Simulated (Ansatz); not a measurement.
Born–Oppenheimer molecular dynamics of AlH₈NSi (11 atoms, charge 0, multiplicity 1). It starts at the highest image of a converged band, a first-order saddle point between two minima.

Computed with RKS B3LYP-D4/6-31G* in Ansatz 0.2.0.

```yaml
ensemble: NVE (velocity Verlet)
time_step: 0.5 fs
steps_asked: 200
starting_velocities_drawn_for: 300 K
seed: 7435
```

First frame:

```xyz
11
Properties=species:S:1:pos:R:3
Al 0.078 -0.548 -0.174
H -0.498 0.442 1.228
H 1.568 -0.119 -0.491
H -1.111 -0.638 -1.216
N -0.080 -1.834 1.280
H -0.932 -2.394 1.247
Si 1.240 -2.565 2.183
H 1.982 -3.583 1.389
H 2.175 -1.474 2.554
H 0.718 -3.221 3.412
H -0.416 -0.516 1.571
```

Question: How far do the bonds stretch over the last three quarters of this one trajectory? (Pairs bonded in most of those frames.)

Answer: 
```tsv
bond	mean (Å)	spread (Å)	shortest	longest
Al1–H3	1.586	0.051	1.51	1.67
Al1–H4	1.590	0.024	1.55	1.62
Al1–N5	1.797	0.045	1.70	1.87
H2–H11	0.750	0.042	0.69	0.81
N5–H6	1.022	0.030	0.98	1.07
N5–Si7	1.745	0.041	1.69	1.82
Si7–H8	1.493	0.009	1.48	1.51
Si7–H9	1.488	0.005	1.48	1.50
Si7–H10	1.493	0.007	1.48	1.51
```

Mean temperature of the second half: 952 K. The conserved energy stayed within 0.25 meV per atom of its start (net change 0.016 meV per atom), so the integration is sound. The kinetic energy rose, since the run started high on the potential surface and went downhill. It ends in pieces (AlH6NSi + H2), so much of that is their flight and rotation, not heat. A run of 0.1 ps of so small a system gives no equilibrium averages. The orbitals stay closed-shell, which can raise the energy where a bond breaks towards radicals; this wasn't checked here.

Time of the run: 10 min on 1 thread of Arm Neoverse V1, on a shared host, peak memory 0.14 GiB.
